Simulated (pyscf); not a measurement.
Single points on ωB97X-D3(BJ)/def2-SVP structures (PySCF, gas phase).

### Question
Estimate the classical barrier height and the reaction energy of •H₂C–Cl + hydrogen (H₂) -> chloromethane (H₃C–Cl) + H atom (H•) at ωB97M-D3(BJ)/def2-TZVP. The step runs on the doublet surface, breaks H–H and forms C–H; take the separated reactants as zero.

### Answer
ΔE‡ = 0.59 eV, ΔE = +0.08 eV. Zero-point energy shifts the barrier by +0.07 eV. It is a hydrogen abstraction, with an imaginary mode of 1495i cm⁻¹. One saddle was located; it need not be the lowest between these sides. The angle at the transferred H is 180°.
